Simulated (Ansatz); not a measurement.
**C₄H₇FO: a ladder of functionals and wavefunction methods**

An exercise on one series of results from a longer session: the logs are not shown, and one member is left open.

Method: functionals in def2-TZVPP, the program's frozen cores in correlated methods; program: Ansatz 0.2.0, Gaussian basis.

The runs, in order: PBE-D4, r2SCAN-D4, PBE0-D4, B3LYP-D4, ωB97X-V, ωB97M-V, B2PLYP; CCSD(T)/def2-TZVPP; MP2/def2-QZVPP; extrapolation to the limit.

### Structure used throughout

An earlier PBE0-D4 in a triple-zeta def2 set relaxation fixed the geometry.

SMILES `C=CCOCF`, 13 atoms, charge 0, spin multiplicity 1.

Atoms are counted from 1 here; the program's logs count them from 0.

Bond lengths: C1–C2 1.324 Å, C1–H7 1.084 Å, C1–H8 1.086 Å, C2–C3 1.486 Å, C2–H9 1.087 Å, C3–O4 1.423 Å, C3–H10 1.097 Å, C3–H11 1.098 Å, O4–C5 1.363 Å, C5–F6 1.384 Å, C5–H12 1.099 Å, C5–H13 1.091 Å. Angles: C2–C1–H7 121.6°, C2–C1–H8 121.5°, H7–C1–H8 117.0°, C1–C2–C3 124.0°, C1–C2–H9 120.4°, C3–C2–H9 115.6°, C2–C3–O4 108.7°, C2–C3–H10 110.1°, C2–C3–H11 110.8°, O4–C3–H10 109.2°, O4–C3–H11 109.9°, H10–C3–H11 108.2°, C3–O4–C5 114.0°, O4–C5–F6 111.4°, O4–C5–H12 112.2°, O4–C5–H13 107.6°, F6–C5–H12 106.2°, F6–C5–H13 107.7° and more.

Set-up of the first run:

Contents of in.yaml:

```yaml
crystal:
  periodic: [false, false, false]
  atoms:
    - {symbol: C, position_ang: [0.356856, -2.444594, -0.000266]}
    - {symbol: C, position_ang: [-0.108907, -1.340870, 0.563027]}
    - {symbol: C, position_ang: [0.326568, 0.030244, 0.188889]}
    - {symbol: O, position_ang: [-0.826579, 0.816089, -0.089678]}
    - {symbol: C, position_ang: [-0.547340, 2.099164, -0.454929]}
    - {symbol: F, position_ang: [-0.076786, 2.837599, 0.616612]}
    - {symbol: H, position_ang: [0.039138, -3.426850, 0.328688]}
    - {symbol: H, position_ang: [1.080001, -2.406262, -0.809134]}
    - {symbol: H, position_ang: [-0.839871, -1.398196, 1.365413]}
    - {symbol: H, position_ang: [0.883182, 0.488160, 1.015895]}
    - {symbol: H, position_ang: [0.982344, 0.003641, -0.691794]}
    - {symbol: H, position_ang: [0.231560, 2.150359, -1.228273]}
    - {symbol: H, position_ang: [-1.479763, 2.556817, -0.789452]}
basis:
  gaussian: {orbitals: def2-TZVPP}
hamiltonian: {xc: pbe, dispersion: d4}
output: {forces: true, orbitals: {seedname: orbitals}}
```

Run with:

```bash
$ ansatz run in.yaml --threads 4 --pin off --events-out ev --progress --plain --max-ram 10444MiB
```

Steps of the session up to this table: PBE-D4 (GGA); r2SCAN-D4 (meta-GGA); PBE0-D4 (hybrid); B3LYP-D4 (hybrid); ωB97X-V (range-separated); ωB97M-V (range-separated); B2PLYP (double hybrid); CCSD(T) in def2-TZVPP; MP2 in def2-QZVPP.

One of the session's tables, all rows but one given; the rest of the session is left out.

It belongs to the step «Atomisation energies». 

```
            method  atomisation energy (kJ/mol)
            PBE-D4                       5413.7
         r2SCAN-D4                       5277.4
           PBE0-D4                       5294.4
          B3LYP-D4                       5262.2
           ωB97X-V                       5266.9
           ωB97M-V                       5276.3
            B2PLYP                       5214.9
     HF/def2-TZVPP                       3816.1
    MP2/def2-TZVPP                       5236.6
   CCSD/def2-TZVPP                       5050.3
CCSD(T)/def2-TZVPP                       5133.0
           MP2/CBS                            ?
       CCSD(T)/CBS                       5259.7
```

Estimate the missing values for MP2/CBS.

The run gave: atomisation energy (kJ/mol): 5363.3. In the column «atomisation energy (kJ/mol)» it lies between PBE0-D4 (5294.4) and PBE-D4 (5413.7).
